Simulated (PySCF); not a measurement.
## HPN, doublet: molecular constants

Level of theory: PySCF, UPBE0, basis P def2-TZVP, N def2-TZVP, H def2-TZVP (no relativity, density fitting).

The structure is a minimum.

* Point group: Cs
* Bond lengths: P–H 1.449 Å, P–N 1.554 Å
* Bond angles: H–P–N 99.2°
* Principal polarisabilities: 19.9, 26.8, 37.7 bohr³
* Principal quadrupole moments (Buckingham, traceless) about the centre of mass: -3.25, 1.35, 1.90 D Å
* Highest occupied level (α): -7.75 eV
* Dipole moment: 2.47 D
* Lowest empty level (β): -3.18 eV
* Heat capacity Cp at 298.15 K: 37.7 J/(mol K)
* Zero-point energy: 24.0 kJ/mol
* Entropy at 298.15 K and 1 bar (electronic part: spin only): 241.8 J/(mol K)
* Rotational constants: 8.553, 0.7071, 0.6531 cm⁻¹
* Enthalpy at 298.15 K above 0 K: 10.25 kJ/mol
* Rotational symmetry number: 1
* Atomisation energy without zero-point energy: 703 kJ/mol
* Spin squared ⟨S²⟩: 0.778

Harmonic modes (masses in u: P 30.974, N 14.003, H 1.008):
```json
{"symmetry": "a'", "ω (cm⁻¹)": "721", "IR (km/mol)": "30.7", "μ (u)": "1.14"}
{"symmetry": "a'", "ω (cm⁻¹)": "1112", "IR (km/mol)": "7.0", "μ (u)": "12.91"}
{"symmetry": "a'", "ω (cm⁻¹)": "2179", "IR (km/mol)": "46.0", "μ (u)": "1.04"}
```

Charges (e):
```csv
atom,Mulliken,Löwdin,polar tensor,spin (Mulliken),Mayer order to P1
P1,0.16,0.27,0.18,-0.11,–
N2,-0.25,-0.29,-0.16,0.94,2.20
H3,0.09,0.01,-0.02,0.17,0.87
```

Mulliken populations on P1: s 5.77, p 8.81, d 0.24, f 0.02.

Outer orbital energies (eV). α occupied: -24.25, -15.78, -11.62, -9.68, -9.58, -7.75; empty: -2.73, 0.33, 1.49, 4.77. β occupied: -23.03, -15.15, -10.44, -9.12, -8.90; empty: -3.18, -2.40, 0.57, 1.72.

This need not be the most stable arrangement of these atoms.

The final relaxation and frequency run took 22 s on 2 threads of a shared Arm Neoverse V1 host, with 74 basis functions and 15 gradients; the process peaked at 0.72 GiB.
